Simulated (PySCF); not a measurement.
SMILES FB(F)F (PBE0/def2-SVP optimised geometry):

```
4

F      0.983    -0.001     0.000
B     -0.327    -0.001     0.000
F     -0.982     1.135     0.000
F     -0.983    -1.135    -0.001
```

Method: PBE0/def2-TZVP (PySCF).

Problem. What are the frontier orbital energies and the dipole moment?

Solution. HOMO-2 -13.09 eV, HOMO-1 -13.09 eV, HOMO -12.22 eV, LUMO 0.46 eV, LUMO+1 0.79 eV; dipole moment 0.00 D.

Meta-Löwdin charges at PBE0/def2-TZVP: F1 -0.29, B2 0.86, F3 -0.29, F4 -0.29.
